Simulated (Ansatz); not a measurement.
Results of r²SCAN50 in Ansatz (plane waves, PAW) for bcc V.

Numerical settings: plane-wave cutoff 520 eV, 14×14×14 k mesh, Fermi–Dirac smearing 0.05 eV, no spin polarisation, scalar-relativistic PAW data made under PBE.

Cell (relaxed at this level):

```cif
data_V
_chemical_formula_sum 'V1'
_space_group_name_H-M_alt 'P 1'
_space_group_IT_number 1
_cell_length_a 2.54358
_cell_length_b 2.54358
_cell_length_c 2.54358
_cell_angle_alpha 109.471
_cell_angle_beta 109.471
_cell_angle_gamma 109.471
loop_
_space_group_symop_operation_xyz
  'x, y, z'
loop_
_atom_site_label
_atom_site_type_symbol
_atom_site_fract_x
_atom_site_fract_y
_atom_site_fract_z
_atom_site_occupancy
V1 V 0.00000 0.00000 0.00000 1
```

### Question
What does this level give for the bulk modulus B0 and pressure derivative B′ of the bulk modulus?

### Answer

- bulk modulus B0: 256 GPa
- pressure derivative B′ of the bulk modulus: 4.0

Measured, for comparison: bulk modulus 161 GPa (corrected for temperature and zero-point phonon effects, our sources range from 159 to 166; as tabulated in Levämäki et al. (2014), arXiv:1402.3671). Computed (rounded) less measured: bulk modulus +59 % (+54 % to +61 % over the range).

Static lattice: no zero-point or thermal effects.

Cost on a shared machine: roughly 50 core-minutes.

Ansatz is a first-principles code.
